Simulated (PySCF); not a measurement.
NO2, SMILES [O]N=O, multiplicity 2.

The structure is a stationary point at ωB97X-D3(BJ)/def2-TZVP. The isomer is the one that the SMILES or the coordinates give; other isomers of the formula were not compared.

Calculation: PBE0/def2-TZVPD run with PySCF.

```yaml
total_energy: -204.95495 hartree
point_group: C2v
"α spin, highest occupied and lowest empty level": -8.33 and -2.29 eV
"β spin, highest occupied and lowest empty level": -9.91 and -3.79 eV
dipole_moment: 0.35 D
quadrupole, principal values (traceless, Buckingham form, about the centre of nuclear charge): -2.61, 0.73, 1.88 D·Å
mean_static_polarisability: 18.4 bohr³ (2.73 Å³)
polarisability_principal_values: 12.3, 14.6, 28.4 bohr³
"⟨S²⟩": 0.754 (pure state 0.75)
```
